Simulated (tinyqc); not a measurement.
Pariser-Parr-Pople SCF with singles CI, for the molecule C=CC=C (SMILES; centres numbered as the heavy atoms are written), step by step. Computed by tinyqc, a small Python program that keeps every step. Settings: charge = 0, gamma = Ohno, start = core, damping = 0.3, iteration cap = 54, excitations kept = 6. Command: `OMP_NUM_THREADS=1 python tinyqc.py 23374 23375 out.jsonl` (the two numbers bound the seeds that draw the settings). One thread of a shared host (Intel(R) Xeon(R) Processor @ 2.60GHz), about 0.01 s of CPU time with the checks. Later iterations appear only in the table of the cycle.

## PPP integrals

Centres (angstrom, eV; a flat drawing with bonds scaled to 1.40 angstrom):
```
centre,x,y,core charge z,W,gamma_rr
1C,-1.848000,-0.127000,1,11.160000,11.130000
2C,-0.559000,0.421000,1,11.160000,11.130000
3C,0.559000,-0.421000,1,11.160000,11.130000
4C,1.848000,0.127000,1,11.160000,11.130000
```

Resonance integrals (eV):
```
i,j,beta
1,2,-2.390000
2,3,-2.390000
3,4,-2.390000
```

Ohno: gamma = 14.399645/sqrt(R^2 + a^2), a = 2 x 14.399645/(gamma_rr + gamma_ss); H_rr = -W_r - sum_(s != r) z_s gamma_rs; H_rs = beta for bonds.

repulsion gamma_rs (eV), lower triangle:
```
,1C,2C,3C,4C
1C,11.130000
2C,7.551966,11.130000
3C,5.239207,7.555018,11.130000
4C,3.669516,5.239207,7.551966,11.130000
```

core matrix H (eV), lower triangle:
```
,1C,2C,3C,4C
1C,-27.620688
2C,-2.390000,-31.506191
3C,0.000000,-2.390000,-31.506191
4C,0.000000,0.000000,-2.390000,-27.620688
```

## Starting guess

pi electrons, sum of z_r less the charge = 4

Orbitals of the core matrix H.

P at the start, lower triangle:
```
,1C,2C,3C,4C
1C,0.452947
2C,0.780158,1.547053
3C,-0.174222,0.248460,1.547053
4C,-0.248460,-0.174222,0.780158,0.452947
```

## Iteration 1: Fock matrix

F_rr = H_rr + P_rr gamma_rr / 2 + sum_(s != r) P_ss gamma_rs; F_rs = H_rs - P_rs gamma_rs / 2; E = tr P (H + F) / 2 + core repulsion sum_(r<s) z_r z_s gamma_rs.

F (eV), lower triangle:
```
,1C,2C,3C,4C
1C,-3.649319
2C,-5.335864,-5.415104
3C,0.456393,-3.328559,-5.415104
4C,0.455864,0.456393,-5.335864,-3.649319
```

pi energy = -48.223895 eV

## Iteration 1: orbitals and new P

Diagonalise F (the basis is taken as orthonormal) and form P = 2 sum c c over the lowest orbitals; 0.3 of the old P is kept.

orbital energies (eV): -11.581975  -8.975401  -0.355143  2.783674

P after iteration 1, lower triangle:
```
,1C,2C,3C,4C
1C,0.722938
2C,0.883090,1.277062
3C,-0.092833,0.307651,1.277062
4C,-0.307651,-0.092833,0.883090,0.722938
```

## Iteration 2: Fock matrix

As before.

F (eV), lower triangle:
```
,1C,2C,3C,4C
1C,-4.609585
2C,-5.724532,-5.503889
3C,0.243185,-3.552153,-5.503889
4C,0.564464,0.243185,-5.724532,-4.609585
```

pi energy = -50.136416 eV

## Iteration 2: orbitals and new P

As before.

orbital energies (eV): -12.577396  -9.744274  -0.523766  2.618489

P after iteration 2, lower triangle:
```
,1C,2C,3C,4C
1C,0.862606
2C,0.921152,1.137394
3C,-0.047429,0.329023,1.137394
4C,-0.329023,-0.047429,0.921152,0.862606
```

## Convergence

Stop when output and input P, before any damping, agree to 1e-7.

Course of the cycle:
```
iteration,E (eV),largest |P(out) - P(in)|
1,-48.22389538,3.86e-01
2,-50.13641612,2.00e-01
3,-50.97721509,9.96e-02
4,-51.29152309,4.91e-02
5,-51.40031896,2.42e-02
6,-51.43639492,1.19e-02
7,-51.44804054,5.83e-03
8,-51.45173229,2.87e-03
9,-51.45288763,1.41e-03
10,-51.45324578,6.93e-04
11,-51.45335602,3.41e-04
12,-51.45338976,1.67e-04
13,-51.45340005,8.23e-05
14,-51.45340318,4.05e-05
15,-51.45340412,1.99e-05
16,-51.45340441,9.79e-06
17,-51.45340450,4.81e-06
18,-51.45340453,2.37e-06
19,-51.45340453,1.16e-06
20,-51.45340453,5.72e-07
21,-51.45340454,2.81e-07
22,-51.45340454,1.38e-07
23,-51.45340454,6.80e-08
```

Converged in 23 iterations.

## Converged orbitals

Charges are z - P_rr.

orbital energies (eV): -13.438249  -10.387120  -0.802880  2.248249

coefficients:
```
,MO1,MO2,MO3,MO4
1C,0.406108,0.578858,0.578858,-0.406108
2C,0.578858,0.406108,-0.406108,0.578858
3C,0.578858,-0.406108,-0.406108,-0.578858
4C,0.406108,-0.578858,0.578858,0.406108
```

pi charges: 1C 0.000000, 2C 0.000000, 3C 0.000000, 4C 0.000000

## Singles CI, singlets

Over the 4 single excitations with the smallest orbital gaps: A = (e_a - e_i) delta + 2 (ia|jb) - (ij|ab), with (pq|rs) = sum c_mp c_mq gamma_mn c_nr c_ns. f = 2/3 w |mu|^2 in atomic units, mu = sqrt2 sum c_ia sum_m c_mi c_ma R_m.

singlet CI matrix (eV), lower triangle:
```
,2>3,1>3,2>4,1>4
2>3,5.134085
1>3,0.000000,7.113165
2>4,0.000000,-0.015848,7.113165
1>4,0.581844,0.000000,0.000000,9.252956
```

singlet excitation energies (eV): 5.053469  7.097316  7.129013  9.333571

oscillator strengths: 1.087107  0.000000  0.000000  0.150224

## Singles CI, triplets

Over the 4 single excitations with the smallest orbital gaps: A = (e_a - e_i) delta - (ij|ab), with (pq|rs) = sum c_mp c_mq gamma_mn c_nr c_ns.

triplet CI matrix (eV), lower triangle:
```
,2>3,1>3,2>4,1>4
2>3,2.417053
1>3,0.000000,5.366401
2>4,0.000000,1.730915,5.366401
1>4,1.730915,0.000000,0.000000,7.858182
```

triplet excitation energies (eV): 1.913096  3.635486  7.097316  8.362139
